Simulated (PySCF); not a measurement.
## How the method moves the HOMO and LUMO of `CC[C@@H]1C[C@H]1F`

Species: C5H9F.
Z-matrix (Å and degrees, PBE0-D3(BJ)/def2-SVP geometry), rows numbered from 1:
```
C 
C   1  1.5211
C   2  1.5076  1  112.86
C   3  1.5148  2  121.17  1   -81.85
C   3  1.4854  2  121.56  1  -152.88
F   5  1.3578  3  118.33  4   108.23
H   1  1.1005  2  111.62  3   179.64
H   1  1.1015  2  111.11  3   -60.16
H   1  1.1015  2  111.03  3    59.23
H   2  1.1040  1  109.65  3  -121.76
H   2  1.1038  1  110.02  3   122.13
H   3  1.0963  2  115.34  1    62.83
H   4  1.0927  3  117.35  5  -105.95
H   4  1.0942  3  118.93  5   107.80
H   5  1.0961  3  119.39  4  -109.80
```

Basis pcSseg-1 throughout (PySCF), one geometry. One conformer (not necessarily the lowest) at the PBE0-D3(BJ)/def2-SVP geometry, without solvent, vibrations or thermal averaging.

Problem. How do the orbital energies, the gap and the dipole change with the method?

Solution. 
```tsv
method	kind	HOMO (eV)	LUMO (eV)	gap (eV)	μ (D)	SCF cycles
BLYP	GGA	-6.33	0.75	7.08	1.64	13
OPBE	GGA	-6.40	0.85	7.25	1.64	14
PBE	GGA	-6.44	0.74	7.18	1.64	13
B97-D	GGA	-6.45	0.86	7.31	1.69	14
KT2	GGA	-6.54	0.67	7.21	1.67	14
KT3	GGA	-6.55	0.61	7.17	1.64	14
BP86	GGA	-6.55	0.82	7.37	1.67	13
LDA	LDA	-6.61	0.56	7.18	1.73	13
B97-2	global hybrid	-7.64	1.60	9.24	1.79	12
B3LYP	global hybrid	-7.68	1.24	8.92	1.77	12
PBE0	global hybrid	-7.91	1.57	9.48	1.79	12
mPW1PW91	global hybrid	-7.95	1.60	9.55	1.81	12
BHandHLYP	global hybrid	-9.26	2.22	11.48	1.92	12
CAM-B3LYP	range-separated hybrid	-9.33	2.39	11.72	1.82	12
wB97X-D	range-separated hybrid	-9.82	3.39	13.22	1.84	12
LC-wPBE	range-separated hybrid	-10.67	3.75	14.42	1.83	12
HF	Hartree–Fock	-11.26	4.36	15.62	2.05	10
```

The HOMO spans 4.92 eV, from BLYP down to HF, and the gap runs from 7.08 eV (BLYP) to 15.62 eV (HF). Over the methods BLYP (0 %), OPBE (0 %), PBE (0 %), B97-D (0 %), KT2 (0 %), KT3 (0 %), BP86 (0 %), LDA (0 %), B97-2 (21 %), B3LYP (20 %), PBE0 (25 %), mPW1PW91 (25 %), BHandHLYP (50 %), HF (100 %), a straight line through the gap against the share of exact exchange rises by 0.85 eV for each 10 % (correlation coefficient 0.999). The dipole ranges from 1.64 D (OPBE) to 2.05 D (HF). This basis has no diffuse functions.
